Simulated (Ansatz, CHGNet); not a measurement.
# 1T (CdI2-type) TiS2: properties by level of theory

Reference values: lattice constant a 3.407 Å (measured, temperature not stated, not corrected to a static lattice; as tabulated in Chianelli et al. (1975), doi:10.1016/0025-5408(75)90100-2); lattice parameter c 5.695 Å (measured, temperature not stated, not corrected to a static lattice; as tabulated in Chianelli et al. (1975), doi:10.1016/0025-5408(75)90100-2).

```
level (code)         equilibrium lattice constant a (Å)  lattice parameter c (Å)
-------------------  ----------------------------------  -----------------------
CHGNet 0.3.0                                      3.415                    6.236
PBE-D3(BJ) (Ansatz)                               3.359                    5.519
PBE0 (Ansatz)                                     3.410                    6.544
```

Differences from the reference values (errors of the level alone only where the reference is corrected to a static lattice):

| level | lattice constant a (%) | lattice parameter c (%) |
|---|---|---|
| CHGNet 0.3.0 | +0.23 | +9.50 |
| PBE-D3(BJ) | -1.41 | -3.09 |
| PBE0 | +0.09 | +14.9 |

Nearest: lattice constant a, not ranked (reference at room or unstated temperature); lattice parameter c, not ranked (reference at room or unstated temperature).

Machine-learned potentials (CHGNet 0.3.0) are trained on DFT data: a solid inside that data is no test of them.

Caveats: the cell comes from a level without a dispersion term, which matters for the spacing of layers, chains or molecules (PBE0). Ansatz's density-functional and Hartree–Fock values are scalar-relativistic unless marked +SOC, with PAW data made under PBE.

Differences are worked out from the printed values.

Static lattice: no zero-point or thermal effects.

Ansatz is a first-principles code.
